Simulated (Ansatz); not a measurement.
# C2HSi: the cost of one run

Method: RHF/def2-SVP, in Ansatz 0.2.0.

### 1 The starting structure

Bond lengths: C1–Si2 1.950 Å, C1–C3 1.354 Å, Si2–C3 1.828 Å, C3–H4 1.110 Å. Angles: C1–Si2–C3 41.8°, Si2–C1–C3 64.3°, C1–C3–Si2 73.9°, C1–C3–H4 140.5°, Si2–C3–H4 145.6°.

Structure file:

```xyz
4

C    -0.1617   -0.9385    0.6146
Si    1.3696    0.2681    0.5909
C    -0.2548    0.1131   -0.2330
H    -0.9531    0.5572   -0.9725
```

### 2 Relaxing the start

The input, input.yaml:

```yaml
crystal:
  periodic: [false, false, false]
  atoms:
    - { symbol: C, position_ang: [-0.16168, -0.93847, 0.61457] }
    - { symbol: Si, position_ang: [1.36961, 0.26814, 0.59093] }
    - { symbol: C, position_ang: [-0.25481, 0.11312, -0.23296] }
    - { symbol: H, position_ang: [-0.95311, 0.55721, -0.97254] }
total_charge: -1
basis:
  gaussian: { orbitals: def2-SVP }
hamiltonian:
  xc: hf
relax:
  f_tol: 0.02
  max_steps: 40
```

On the command line:

```sh
$ ansatz run input.yaml --threads 1 --pin off --max-ram 2048MiB --backend cpu --events-out ev --progress --plain --runs-dir out
```

What time and memory should one allow on 1 thread of an Arm CPU, shared host?

About 2.1 s, with a peak of 0.09 GiB.
